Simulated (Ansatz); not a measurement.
Born–Oppenheimer molecular dynamics of Cl2Si (3 atoms, charge 0, multiplicity 1). It starts from a relaxed structure.

Method: RKS LDA/STO-3G (Ansatz).

* ensemble: NVT, Nosé–Hoover chain
* time step: 2 fs
* steps asked: 400
* set temperature: 300 K
* thermostat: time constant 3 fs, chain length 1
* seed: 20880

First frame:

```xyz
3
Properties=species:S:1:pos:R:3
Cl 0.312 1.610 0.349
Si -0.807 -0.011 -0.442
Cl 0.495 -1.599 0.094
```

Question: How far do the bonds stretch over the last three quarters of this one trajectory? (Pairs bonded in most of those frames.)

Answer: 
```
   bond  mean (Å)  spread (Å)  shortest  longest
Cl1–Si2     2.126       0.054      2.00     2.25
Si2–Cl3     2.127       0.047      2.01     2.26
```

Mean temperature of the second half: 299 K. The conserved energy stayed within 0.97 meV per atom of its start (net change 0.31 meV per atom), so the integration is sound. A run of 0.8 ps of so small a system gives no equilibrium averages. Limits of this set-up: minimal basis.

The run took 80 s on 1 thread of AMD EPYC 9R45 96-Core Processor (Zen 5) (shared host), peak memory 0.087 GiB.
